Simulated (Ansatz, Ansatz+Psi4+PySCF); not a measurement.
```xyz
2

Al    0.0000    0.0000   -0.7680
N     0.0000    0.0000    0.7680
```

Basis set: cc-pVTZ on N; cc-pV(T+d)Z on Al (spherical functions). Correlated methods keep 6 orbitals frozen. Charge 0, multiplicity 3.

Computed with Ansatz (development build ahead of 0.2.0); the reference of a correlated method needn't be the lowest determinant of its kind.

**Question.** Give the atomization energy at this shape (free ground-state atoms in the same class of orbitals less the molecule, no zero-point energy) of triplet AlN by UHF-BCCD(T), UHF-CCSD(T).

**Answer.**

| method | atomization energy |
| --- | --- |
| UHF-BCCD(T) | 26.54 kcal/mol |
| UHF-CCSD(T) | 26.13 kcal/mol |

Caution: the reference determinant was not shown to be the lowest; the shape is not the minimum.
